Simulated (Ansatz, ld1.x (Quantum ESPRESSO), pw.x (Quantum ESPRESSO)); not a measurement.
# pw.x on bcc Mg: one setting changed

Potential: norm-conserving Troullier–Martins (Kleinman–Bylander form), ld1.x (Quantum ESPRESSO) 7.5, LDA (PW92); core [Ne], reference 3s1.75 3p0.25; waves: 3s (bound): rc 2.80 bohr; 3p (bound): rc 2.85 bohr; 3d channel at 0.2 Ry: rc 2.45 bohr; local part: all-electron potential smoothed inside 2.35 bohr (lloc = -1); core correction: a·sin(br)/r model core, default radius (core density twice the valence density).

The reference run (k-mesh 13³, cutoffs 50/200 Ry, Fermi–Dirac 0.01 Ry, mixing_beta 0.4, conv_thr 1e-9, no spin) gives -0.38 GPa at 21.577 Å³/atom, where all-electron LAPW gives 0.17 GPa. This run, with its own iteration cap, changes degauss to 0.005.

```
&control
  calculation='scf', prefix='x', pseudo_dir='./', outdir='./tmp', tstress=.true., disk_io='none'
/
&system
  ibrav=0, nat=1, ntyp=1, ecutwfc=50, ecutrho=200, nbnd=8,
  occupations='smearing', smearing='fd', degauss=0.005
/
&electrons
  conv_thr=1e-09, mixing_beta=0.4, electron_maxstep=50
/
ATOMIC_SPECIES
Mg 1.0 Mg.UPF
CELL_PARAMETERS angstrom
  -1.75378771 1.75378771 1.75378771
  1.75378771 -1.75378771 1.75378771
  1.75378771 1.75378771 -1.75378771
ATOMIC_POSITIONS crystal
Mg 0.0000 0.0000 0.0000
K_POINTS automatic
13 13 13 0 0 0
```

```bash
pw.x < Mg.scf.in > Mg.scf.out
```

Task: How does the run end?

Result: It converges in 6 iterations; the free energy moves by +11.8 meV/atom and the pressure by +0.00 GPa. In a metal, with Fermi–Dirac smearing, F lies below its zero-width value by a term in the square of the width.

```
Message from routine setup:
     using ibrav=0 with symmetry is DISCOURAGED, use correct ibrav instead
     lattice parameter (alat)  =       5.7403  a.u.
     unit-cell volume          =     145.6088 (a.u.)^3
     number of electrons       =         2.00
     number of Kohn-Sham states=            8
     kinetic-energy cutoff     =      50.0000  Ry
     charge density cutoff     =     200.0000  Ry
     scf convergence threshold =      1.0E-09
     Exchange-correlation= PW
     number of k points=    84  Fermi-Dirac smearing, width (Ry)=  0.0050
     iteration #  1     ecut=    50.00 Ry     beta= 0.40
     total energy              =      -2.59468588 Ry
     estimated scf accuracy    <       0.00384108 Ry
     iteration #  2     ecut=    50.00 Ry     beta= 0.40
     total energy              =      -2.59415935 Ry
     estimated scf accuracy    <       0.00128023 Ry
     iteration #  3     ecut=    50.00 Ry     beta= 0.40
     total energy              =      -2.59418909 Ry
     estimated scf accuracy    <       0.00000006 Ry
     iteration #  4     ecut=    50.00 Ry     beta= 0.40
     total energy              =      -2.59418939 Ry
     estimated scf accuracy    <       0.00000001 Ry
     iteration #  5     ecut=    50.00 Ry     beta= 0.40
     total energy              =      -2.59418939 Ry
     estimated scf accuracy    <          2.2E-09 Ry
     iteration #  6     ecut=    50.00 Ry     beta= 0.40
     the Fermi energy is     3.8272 ev
!    total energy              =      -2.59418939 Ry
     estimated scf accuracy    <          1.1E-11 Ry
     smearing contrib. (-TS)   =      -0.00065373 Ry
     The total energy is F=E-TS. E is the sum of the following terms:
     one-electron contribution =       1.34661064 Ry
     hartree contribution      =       0.00359256 Ry
     xc contribution           =      -1.74757863 Ry
     ewald contribution        =      -2.19616024 Ry
     convergence has been achieved in   6 iterations
          total   stress  (Ry/bohr**3)                   (kbar)     P=       -3.75
     Message from routine punch:
     Nothing written, as per user request (disk_io='none')
```

The run took about 3.3 s on one core of a shared host (AMD EPYC 9R14, 96 threads, 370 GiB, load 29).
